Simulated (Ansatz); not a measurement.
Energy needed to pull apart C$_{2}$H$_{3}$NO (SMILES C=NC=O), closed shell, into free ground-state atoms, from the structure below (displaced at random from a GFN2-xTB minimum); no zero-point or spin–orbit terms; open-shell atoms are treated unrestricted, in their ground-state multiplicity.

C1  (-0.789, 0.964, -0.031)
N2  (-0.134, 0.003, 0.455)
C3  (0.736, -0.981, 0.126)
O4  (0.402, -2.134, -0.074)
H5  (-0.723, 1.201, -1.069)
H6  (-1.348, 1.732, 0.522)
H7  (1.745, -0.663, 0.227)
(Å)

Computed with Ansatz 0.2.0 (basis: def2-TZVPP); correlated methods freeze the cores.

```tsv
method	atomization energy (kJ/mol)
PBE-D4	3054
r2SCAN-D4	2916
B97M-V	?
PBE0-D4	?
CAM-B3LYP-D4	2927
wB97M-V	2917
HF	1909
MP2	2890
CCSD	2734
CCSD(T)	2804
```

**Question.** What does PBE0-D4 give? (To be estimated.)

**Answer.** By the calculation: 2931 kJ/mol, which is about 127 kJ/mol more than CCSD(T)/def2-TZVPP.

**Question.** What does B97M-V give? (An estimate is asked for; the value comes from the calculation.)

**Answer.** The calculation gives: 2910 kJ/mol, which is about 106 kJ/mol more than CCSD(T)/def2-TZVPP.

In triple zeta the MP2 and coupled-cluster atomization energies are still short of their basis limit by a few kcal/mol a bond, whereas those of the functionals are nearly converged, so these differences are not deviations from converged CCSD(T).

T1 diagnostic: at most 0.017. The restricted Hartree–Fock reference is unstable towards an unrestricted one here.

For scale, one of the runs: CCSD(T)/def2-TZVPP forces, 166 basis functions (an equivalent command: `ansatz run in.yaml --threads 4`). Hardware: 4 CPU threads, shared host. Wall time 93 s; peak host memory 2.7 GiB.
